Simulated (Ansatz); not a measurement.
The same path of CH4B (6 atoms, charge 0, multiplicity 2) was run 3 times with different band settings. The coordinate that changes most is the dihedral H3–B1–C2–H4.

Method: UKS B3LYP-D4/def2-SVP in Ansatz 0.2.0.

Relaxed end points:

```xyz
6
Properties=species:S:1:pos:R:3
B 0.338 -1.071 0.125
C -0.291 0.300 -0.209
H 1.173 -1.325 0.960
H -1.176 0.279 -0.862
H 0.507 0.851 -0.753
H -0.509 0.903 0.693
```

```xyz
6
Properties=species:S:1:pos:R:3
B 0.792 -0.746 0.296
C -0.116 0.369 -0.264
H 0.475 -1.705 0.959
H -1.084 -0.010 -0.643
H 0.339 1.034 -1.015
H -0.365 0.995 0.620
```

Common settings: movable images 5; climbing image yes; start path IDPP; force threshold 0.05 eV/Å; iteration limit 60; end points relaxed.

| run | spring | optimiser |
| --- | --- | --- |
| 1 | 5.0 eV/Å² | quadratic models (default) |
| 2 | 5.0 eV/Å² | fire |
| 3 | 50.0 eV/Å² | quadratic models (default) |

(1) What does each run give, and how far can it be trusted?

## Answers

(1) Run 1: converged after 5 iterations, highest image 0.021 eV above the first end. A vibrational analysis at the climbing image gives one clearly imaginary mode, 255i cm⁻¹: a first-order saddle point.
Run 2: converged after 28 iterations, highest image 0.019 eV above the first end. Another band between the same ends (5 images) ends at a top of the same energy, where a vibrational analysis finds 1 clearly imaginary mode.
Run 3: converged after 5 iterations, highest image 0.021 eV above the first end. Another band between the same ends (5 images) ends at a top of the same energy, where a vibrational analysis finds 1 clearly imaginary mode.
